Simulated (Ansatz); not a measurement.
Energy needed to pull apart BNH3F (SMILES NBF), singlet, into free ground-state atoms, from the structure below (displaced at random from a GFN2-xTB minimum); no zero-point or spin–orbit terms; open-shell atoms are treated unrestricted, in their ground-state multiplicity.

```
6
angstrom
N -0.4051 0.1224 -0.6110
B 0.3718 -0.2224 0.6103
F 0.2933 0.5626 1.5680
H -0.6022 -0.4387 -1.3912
H -0.9547 0.8937 -0.7015
H 1.1077 -1.0872 0.5548
```

Computed with Ansatz 0.2.0 (basis: def2-TZVPP); correlated methods freeze the cores.

```tsv
method	atomization energy (kJ/mol)
PBE-D4	2336
revPBE-D4	?
r2SCAN-D4	2291
PBE0-D4	2287
r2SCANh-D4	2275
wB97M-V	?
HF	1683
MP2	2275
CCSD	2191
CCSD(T)	2221
```

(1) What does revPBE-D4 give? (An estimate is asked for; the value comes from the calculation.)

(2) What does wB97M-V give? (An estimate is asked for; the value comes from the calculation.)

T1 diagnostic: at most 0.012.

Answers

(1) Computed: 2267 kJ/mol, which is about 46 kJ/mol more than CCSD(T)/def2-TZVPP.

(2) Computed: 2303 kJ/mol, which is about 82 kJ/mol more than CCSD(T)/def2-TZVPP.

In triple zeta the MP2 and coupled-cluster atomization energies are still short of their basis limit by a few kcal/mol a bond, whereas those of the functionals are nearly converged, so these differences are not deviations from converged CCSD(T).

For scale, one of the runs: CCSD(T)/def2-TZVPP forces, 135 basis functions, launched by `ansatz run in.yaml --threads 4 --pin off --events-out ev --progress --plain --max-ram 5222MiB`. Hardware: 4 CPU threads of an AMD EPYC 7R43, shared host. Wall time 30 s; peak host memory 1.4 GiB.
